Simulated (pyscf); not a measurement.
Optimised with ωB97X-D3(BJ)/def2-SVP in PySCF. Correlated levels are frozen-core, on RHF or UHF. ΔMP2 is the change of the MP2 total energy from the triple- to the quadruple-zeta basis.

Problem. For the elementary gas-phase step HO–InH–Cl → HO–In [singlet] + HCl (singlet surface; Cl–In, H–In broken, Cl–H formed), what barrier and reaction energy does CCSD(T)/def2-TZVPP + ΔMP2(QZVPP) give, measured from the reactant's lowest minimum found?

Solution. ΔE‡ = 1.89 eV, ΔE = +0.54 eV. Zero-point energy shifts the barrier by -0.07 eV. It is a 1,1-elimination, with an imaginary mode of 1173i cm⁻¹. On the reactant side the descent ends in a point that may be a rotor saddle (no frequency run), 0.08 eV over the lowest minimum found and 2.04 eV under the saddle at ωB97X-D3(BJ)/def2-TZVP. At ωB97X-D3(BJ)/def2-TZVP the barrier from the zero used here is 2.12 eV. This is the saddle that the search found; another between the same sides may lie lower. The CCSD(T) − MP2 part came from Ansatz, without density fitting, on the same reference. The frozen core leaves the outer d or s,p core shells of the metals and heavy elements correlated in the MP2 and CC values, and def2-TZVPP describes them poorly, which can shift differences by a few kcal/mol. Elements past Kr carry the def2 core potentials, without spin-orbit coupling.
